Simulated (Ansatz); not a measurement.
## Worked example: correlation energy of SiN, quartet

Geometry: a point of a stretch scan, not a stationary point.

```yaml
atoms:
  - { symbol: Si, position_ang: [0.0000, 0.0000, 0.0000] }
  - { symbol: N, position_ang: [0.0000, 0.0000, 2.5520] }
```

Basis 6-31G; Ansatz 0.2.0. Only valence electrons are correlated (noble-gas cores frozen), which leaves 9 electrons in 16 orbitals. Prefix R: restricted or restricted open-shell reference.

Full CI is exact within this basis and frozen core; it isn't the basis-set limit.

Runs differ by some tens of microhartree through their thresholds and, for an open shell, their frozen cores, so steps under 0.03 kcal/mol mean nothing.

```tsv
level	total energy (hartree)
RHF	-343.148400
RMP2	-343.242697
RCCSD	-343.276956
RCCSD(T)	-343.281239
RCCSDT	-343.282606
RCCSDT(Q)	-343.283136
RCCSDTQ	-343.283143
full CI	-343.283161
```

Problem. What is the correlation energy at full CI, and what share of it do RMP2 and RCCSD(T) recover?

Solution. E(corr) = -343.283161 − (-343.148400) = -0.134761 hartree = -3.667 eV. RMP2: -0.094297 / -0.134761 = 69.97 %. RCCSD(T): -0.132839 / -0.134761 = 98.57 %.

Problem. By how many kcal/mol does RCCSD(T) miss full CI (1 hartree = 627.509 kcal/mol), and which steps make up the rest?

Solution. -343.281239 − (-343.283161) = 0.001922 hartree = 1.21 kcal/mol. Steps: RCCSDT − RCCSD(T) = -0.86, RCCSDT(Q) − RCCSDT = -0.33, RCCSDTQ − RCCSDT(Q) = 0.00, full CI − RCCSDTQ = -0.01 kcal/mol. With more than one leading determinant such errors change with state and geometry, and needn't cancel in differences.
